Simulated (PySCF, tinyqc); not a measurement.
Worked calculation: RHF in the sto-3g basis, for H2O, spin multiplicity 1. The lowest restricted solution is unstable here: a spin-polarised one lies 0.0020 hartree lower (PySCF). One step of it, computed by the program tinyqc.

Task: Iteration 2: DIIS coefficients. Solve [B -1; -1 0][c; lambda] = [0; -1] for the coefficients, which sum to one.

B (overlaps of the stored error matrices):
```
                1               2
1   4.1794430e-01  -3.1900948e-01
2  -3.1900948e-01   1.8273607e+00
```

Give: DIIS coefficients.

Result:

DIIS coefficients: 0.7444  0.2556
